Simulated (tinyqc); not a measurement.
Geometry optimisation on the RHF/sto-3g surface (energies and gradients from PySCF), for H2O, spin multiplicity 1, step by step. One step of it, computed by the program tinyqc.

Task: Step 2: move. Quasi-Newton step p = -H^(-1) g (the inverse Hessian comes from BFGS updates; coordinates in the order x, y, z of each atom); steps longer than 0.5 bohr are cut back.

positions after step 1 (bohr):
```
            x          y          z
1O   0.018865  -0.035680  -0.049849
2H   0.017253   1.496649   1.316984
3H  -0.026669  -1.368373   1.225414
```

gradient (hartree/bohr):
```
              x            y            z
1O  -0.00023396  -0.08614135  -0.05979705
2H  -0.00034876   0.05945561   0.06805825
3H   0.00058272   0.02668574  -0.00826120
```

inverse Hessian in use (bohr^2/hartree), lower triangle:
```
           1          2          3          4          5          6         7         8
1   1.666666
2  -0.000770   1.343351
3  -0.000622  -0.230120   1.506783
4   0.000001  -0.001030  -0.000925   1.666673
5   0.000863   0.244623   0.159361   0.001503   1.537300
6   0.000660   0.258774   0.181895   0.000937  -0.187148   1.460891
7  -0.000001   0.001800   0.001547  -0.000007  -0.002366  -0.001597  1.666675
8  -0.000094   0.078693   0.070759  -0.000473  -0.115257  -0.071625  0.000566  1.703231
9  -0.000037  -0.028654  -0.022011  -0.000012   0.027787   0.023881  0.000049  0.000866

          9
9  1.664797
```

Give: positions after step 2.

Result:

positions after step 2 (bohr):
```
          x        y        z
1O   0.0191   0.0318  -0.0035
2H   0.0175   1.4519   1.2640
3H  -0.0272  -1.3911   1.2321
```
